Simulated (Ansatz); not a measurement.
An Ansatz input:

```yaml
crystal:
  lattice:
    - [3.8624323217, 0.0, 0.0]
    - [-1.9312161608, 3.344964511, 0.0]
    - [0.0, 0.0, 12.3901758217]
  atoms:
    - { symbol: La, position: [0.0, 1.0, 1.0], spin: 1.0 }
    - { symbol: La, position: [0.0, 1.0, 0.5], spin: 1.0 }
    - { symbol: La, position: [0.3333333333, 0.6666666667, 0.75], spin: 1.0 }
    - { symbol: La, position: [0.6666666667, 0.3333333333, 0.25], spin: 1.0 }
hamiltonian:
  xc: blyp
  pseudopotentials:
    kind: paw
    azcp:
      La: "pseudopotentials/La.paw.azcp"
basis:
  ecutwfc: 420
  fft_grid_basis: typed
kpoints:
  mp_grid: { grid: [12, 12, 4], shift: [0, 0, 0] }
magnetization:
  spin_polarized: true
scf:
  occupations: { method: fermi_dirac, width: 0.05 }
```

and its output:

```
Engine: ansatz 0.2.0, x86_64-unknown-linux-gnu
Pseudopotentials: kind: paw
Pseudopotential: La, paw, valence charge 11, recommended cutoff 420 eV (normal) 
Functional definition: BLYP
  parameter beta = 0.0042
  parameter a = 0.04918
  parameter b = 0.132
  parameter c = 0.2533
  parameter d = 0.349
  exchange = b88_x(beta = beta)
  correlation = lyp_c(a = a, b = b, c = c, d = d)
Crystal: 4 atoms, lattice volume = 160.077 Å³
Basis set: ecut = 420 eV, 3125 PW (Γ), exchange–correlation on 54×54×180 points (8 copies of the dense FFT grid, shifted against one another)
Bands: 29, of which v1, the nominal top of the filled ones, is band 22 counted from 1 (21 counted from 0)
Symmetry: 24 space group operations
Space group: P63/mmc (ITA 194), of the structure as read, at distance tolerance 5.4e-5 Å
Magnetic group: BNS 194.263 (UNI 1493), of the structure as read, at distance tolerance 5.4e-5 Å
k-points: 57 of 576
Non-local potential: La, projectors of the file, l = 0: 3, l = 1: 2, l = 2: 2, l = 3: 3
PAW form: soft (Blöchl's): semilocal exchange-correlation on the pseudo side does not see the compensation charge
PAW frozen core: La, regenerated for the run's functional, and the local potential with it (the file was generated under x = pbe(κ = 0.804, μ = 0.2195149727645171), c = pbe(β = 0.06672455060314922))
PAW one-centre angular grid: La, 590 points (default); XC on 64 Gauss nodes
Initial density: superposition of atomic densities (chi_scale 0.1, normalization cell)
Starting moments: Σ|m| = 4 μB on 4 of 4 sites
Initial wavefunctions: pseudopotential atomic-orbital guess
Functional: x = b88, c = lyp
iter 1 solved again at ethr=1.10e-3 eV; its pass at ethr=3.10e-3 eV (dr2=4.86e-1 eV) is discarded
SCF iter   1: F=—  HF=-25075.451121 eV  |F-HF|=—  |Δ(HF+E_count)|=         —  Δρ=1.85e-2 (↑1.85e-2 ↓1.15e-2)  dr2=4.98e-1  dr2_m=2.34e-1  M=1.015 μB ∫|m|=1.015 μB  β_m=0.30  ethr=1.10e-3  ⟨swp⟩=1.0  Hψ=21626  notcnv=0
Mixer restart at iter 1: flushing history
spin=Collinear: Kerker preconditioning applied to the charge; magnetization (m = ρ↑ − ρ↓) channel mixes plain (no charge-response kernel on spin).
SCF iter   2: F=—  HF=-25075.638589 eV  |F-HF|=—  |Δ(HF+E_count)|=   1.87e-1  Δρ=1.33e-2 (↑1.33e-2 ↓8.57e-3)  dr2=2.55e-1  dr2_m=1.27e-1  M=0.839 μB ∫|m|=0.839 μB  β_m=0.65  ethr=1.10e-3  ⟨swp⟩=3.9  Hψ=4744  notcnv=0  defer=1
SCF iter   3: F=—  HF=-25075.867410 eV  |F-HF|=—  |Δ(HF+E_count)|=   2.29e-1  Δρ=1.43e-3 (↑1.43e-3 ↓1.42e-3)  dr2=4.81e-3  dr2_m=1.98e-3  M=0.242 μB ∫|m|=0.242 μB  β_m=0.82  ethr=5.80e-4  ⟨swp⟩=7.6  Hψ=9455  notcnv=0  defer=11
SCF iter   4: F=—  HF=-25075.873605 eV  |F-HF|=—  |Δ(HF+E_count)|=   6.19e-3  Δρ=5.32e-4 (↑5.27e-4 ↓5.32e-4)  dr2=1.12e-3  dr2_m=2.17e-4  M=0.086 μB ∫|m|=0.086 μB  β_m=0.83  ethr=1.09e-5  ⟨swp⟩=4.8  Hψ=8385  notcnv=0  defer=2
SCF iter   5: F=—  HF=-25075.874128 eV  |F-HF|=—  |Δ(HF+E_count)|=   5.23e-4  Δρ=1.79e-4 (↑1.42e-4 ↓1.79e-4)  dr2=8.96e-5  dr2_m=2.31e-5  M=0.034 μB ∫|m|=0.036 μB  β_m=0.91  ethr=2.56e-6  ⟨swp⟩=3.6  Hψ=7179  notcnv=0  defer=1
SCF iter   6: F=—  HF=-25075.874336 eV  |F-HF|=—  |Δ(HF+E_count)|=   2.08e-4  Δρ=3.30e-5 (↑3.27e-5 ↓3.30e-5)  dr2=5.97e-6  dr2_m=8.46e-7  M=0.003 μB ∫|m|=0.006 μB  β_m=0.96  ethr=2.04e-7  ⟨swp⟩=2.4  Hψ=5920  notcnv=0
SCF iter   7: F=—  HF=-25075.874343 eV  |F-HF|=—  |Δ(HF+E_count)|=   7.22e-6  Δρ=1.46e-5 (↑1.22e-5 ↓1.46e-5)  dr2=6.33e-7  dr2_m=1.93e-7  M=-0.000 μB ∫|m|=0.003 μB  β_m=0.98  ethr=1.36e-8  ⟨swp⟩=3.2  Hψ=6460  notcnv=0
SCF iter   8: F=—  HF=-25075.874344 eV  |F-HF|=—  |Δ(HF+E_count)|=   1.36e-6  Δρ=4.49e-6 (↑4.49e-6 ↓3.97e-6)  dr2=3.68e-8  dr2_m=1.86e-8  M=-0.000 μB ∫|m|=0.001 μB  β_m=0.99  ethr=1.44e-9  ⟨swp⟩=2.7  Hψ=6060  notcnv=0
SCF iter   9: F=—  HF=-25075.874344 eV  |F-HF|=—  |Δ(HF+E_count)|=   1.63e-7  Δρ=1.30e-6 (↑1.29e-6 ↓1.30e-6)  dr2=1.60e-9  dr2_m=2.10e-9  M=-0.000 μB ∫|m|=0.000 μB  β_m=0.99  ethr=8.35e-11  ⟨swp⟩=3.0  Hψ=6537  notcnv=0
SCF iter  10: F=—  HF=-25075.874344 eV  |F-HF|=—  |Δ(HF+E_count)|=   2.37e-8  Δρ=3.59e-7 (↑3.59e-7 ↓3.56e-7)  dr2=6.20e-11  dr2_m=1.77e-10  M=0.000 μB ∫|m|=0.000 μB  β_m=1.00  ethr=3.63e-12  ⟨swp⟩=3.2  Hψ=6889  notcnv=0
SCF iter  11: F=-25075.874344 eV  HF=-25075.874344 eV  |F-HF|=4.37e-11  |Δ(HF+E_count)|=   1.75e-9  Δρ=8.52e-8 (↑8.52e-8 ↓6.31e-8)  dr2=8.36e-12  dr2_m=6.71e-12  M=0.000 μB ∫|m|=0.000 μB  ethr=1.00e-12  ⟨swp⟩=1.0  Hψ=9742  notcnv=0
SCF 1 converged in 11 iterations: F = -25075.874344 eV  dr2 = 8.36e-12
WARN: the starting moments were not kept: the SCF closed with an absolute magnetisation of 1.8e-5 μB, where they sum to 4 μB in size (4 sites). That is at most 0.1 of that sum. Measured as dr2_m measures the in/out step, that magnetisation stands 1.1e-11 eV from none, at or under the dr2_threshold of 1.0e-7 eV: it is no larger than a step whose dr2_m would equal this threshold. The system may hold no moment; this SCF shows only that its start led to no more than that. To try another start: raise the starting moments (crystal.atoms[].spin, magnetization.per_species, magnetization.initial_magnetization, or on a non-collinear deck that types none of these the spinor_matrix: blocks that start its atoms; where the total moment is fixed, keep their sum and leave initial_magnetization as it is; typed ones take the place of any that the run laid by itself, positive ones on a crystal's lanthanoids without a Hubbard term where scf.initial_density.shell_occupations: [] is typed) or, if the notice of its spin-set hold's release reads "site moments contracting" or "site moments show no strong build", lengthen the hold (scf.mixing.spin_hold: { on: { confirm: 4 } }; for m-r²SCAN on two components see the key's manual first). Each may lead to a state that holds a moment. A second SCF, from the converged charge density, with the starting moments and any scf.initial_density.shell_occupations laid on it anew, would have followed, and was not run: the deck does not ask for one (magnetization.retry_lost_moments is false, the default). To let it run, set magnetization.retry_lost_moments: true and run the deck again, where that key's refused combinations let it; where memory then withholds it, that run's warning says so.
SCF converged after 11 iterations
Magnetization: 0.0000 μB (22.0000 up, 22.0000 down)
Absolute magnetization: 0.0000 μB (∫|ρ↑−ρ↓|, with the PAW one-centre terms)
Spin contamination: 0.0000 ħ² per cell (⟨S²⟩ above its minimum at these occupations)
Per-site moments (μB) at R_I (Å): [(1.0906458039658838e-6, 1.5744089682662818), (1.0906458040223925e-6, 1.574408968266282), (1.546813068139901e-6, 1.5744089682662818), (1.546813068212906e-6, 1.574408968266282)]
Free energy (F): -25075.874344 eV
Harris-Foulkes:  -25075.874344 eV  (|F-HF|=4.37e-11)
Internal energy: -25075.813563 eV  (E = F + TS)
E sigma→0 (E₀):  -25075.843954 eV
Entropy (-TS):   -0.060781 eV (-15.195 meV/atom)
Fermi energy:    10.637361 eV
--- Per-component energies (eV) ---
  E_band       = -206.724142
  E_kinetic    = 768.187638
  E_local      = -1442.490090  (includes V_loc(G=0)·N_el)
  E_nonlocal   = 378.717070
  E_hartree    = 456.479071
  E_xc         = -543.446119
  E_vxc        = -573.554727  (∫ρ·V_xc dr)
  E_paw        = -21751.309324  (= ΣΔE_a)
  E_vpaw       = -250.542262  (= ΣTr[D̂ρ^β])
  E_aug_tail   = -0.000001  (compensation charges beyond the density's cutoff)
  E_ewald      = -2942.303206
  E_core_change = 0.351399  (= ΣΔE_core)
  E_smearing   = -0.060781  (= −TS)
  E_closure    = 0.000000  (closes the sum)
  Σ components = -25075.874344   (vs F -25075.874344, Δ=0.00e0)
```
